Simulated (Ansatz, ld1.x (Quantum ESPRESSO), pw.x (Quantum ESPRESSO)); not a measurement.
# What a changed setting does to a pw.x run (bcc V)

Potential: norm-conserving Troullier–Martins (Kleinman–Bylander form), ld1.x (Quantum ESPRESSO) 7.5, PBE; core [Ar], reference 3d3 4s2 4p0; waves: 4s (bound): rc 1.95 bohr; 4p (bound, empty): rc 2.85 bohr; 3d (bound): rc 1.60 bohr; local part: all-electron potential smoothed inside 1.95 bohr (lloc = -2); core correction: a·sin(br)/r model core inside 1.20 bohr.

The reference run (k-mesh 15³, cutoffs 120/480 Ry, Fermi–Dirac 0.01 Ry, mixing_beta 0.4, conv_thr 1e-9, no spin) gives -1.70 GPa at 13.429 Å³/atom, where all-electron LAPW gives 0.92 GPa. This run, with its own iteration cap, changes k-mesh points per axis to 8.

```
&control
  calculation='scf', prefix='x', pseudo_dir='./', outdir='./tmp', tstress=.true., disk_io='none'
/
&system
  ibrav=0, nat=1, ntyp=1, ecutwfc=120, ecutrho=480, nbnd=9,
  occupations='smearing', smearing='fd', degauss=0.01
/
&electrons
  conv_thr=1e-09, mixing_beta=0.4, electron_maxstep=50
/
ATOMIC_SPECIES
V 1.0 V.UPF
CELL_PARAMETERS angstrom
  -1.49736575 1.49736575 1.49736575
  1.49736575 -1.49736575 1.49736575
  1.49736575 1.49736575 -1.49736575
ATOMIC_POSITIONS crystal
V 0.0000 0.0000 0.0000
K_POINTS automatic
8 8 8 0 0 0
```

```bash
pw.x < V.scf.in > V.scf.out
```

Task: How does the run end?

Result: It converges in 7 iterations; the free energy moves by -9.6 meV/atom and the pressure by -0.73 GPa.

```
Message from routine setup:
     using ibrav=0 with symmetry is DISCOURAGED, use correct ibrav instead
     lattice parameter (alat)  =       4.9010  a.u.
     unit-cell volume          =      90.6234 (a.u.)^3
     number of electrons       =         5.00
     number of Kohn-Sham states=            9
     kinetic-energy cutoff     =     120.0000  Ry
     charge density cutoff     =     480.0000  Ry
     scf convergence threshold =      1.0E-09
     Exchange-correlation= PBE
     number of k points=    29  Fermi-Dirac smearing, width (Ry)=  0.0100
     iteration #  1     ecut=   120.00 Ry     beta= 0.40
     total energy              =     -22.18969726 Ry
     estimated scf accuracy    <       0.07607121 Ry
     iteration #  2     ecut=   120.00 Ry     beta= 0.40
     total energy              =     -22.20464630 Ry
     estimated scf accuracy    <       0.00062805 Ry
     iteration #  3     ecut=   120.00 Ry     beta= 0.40
     total energy              =     -22.20484241 Ry
     estimated scf accuracy    <       0.00023872 Ry
     iteration #  4     ecut=   120.00 Ry     beta= 0.40
     total energy              =     -22.20484554 Ry
     estimated scf accuracy    <       0.00002402 Ry
     iteration #  5     ecut=   120.00 Ry     beta= 0.40
     total energy              =     -22.20484985 Ry
     estimated scf accuracy    <       0.00000003 Ry
     iteration #  6     ecut=   120.00 Ry     beta= 0.40
     total energy              =     -22.20484989 Ry
     estimated scf accuracy    <       0.00000005 Ry
     iteration #  7     ecut=   120.00 Ry     beta= 0.40
     the Fermi energy is    10.7821 ev
!    total energy              =     -22.20484990 Ry
     estimated scf accuracy    <          8.0E-10 Ry
     smearing contrib. (-TS)   =      -0.00681887 Ry
     The total energy is F=E-TS. E is the sum of the following terms:
     one-electron contribution =       8.02353623 Ry
     hartree contribution      =       0.79310820 Ry
     xc contribution           =     -14.93811395 Ry
     ewald contribution        =     -16.07656151 Ry
     convergence has been achieved in   7 iterations
          total   stress  (Ry/bohr**3)                   (kbar)     P=      -24.31
     Message from routine punch:
     Nothing written, as per user request (disk_io='none')
```

The run took about 8.7 s on one core of a shared host (Intel(R) Xeon(R) Platinum 8259CL CPU @ 2.50GHz, 96 threads, 755 GiB, load 84).
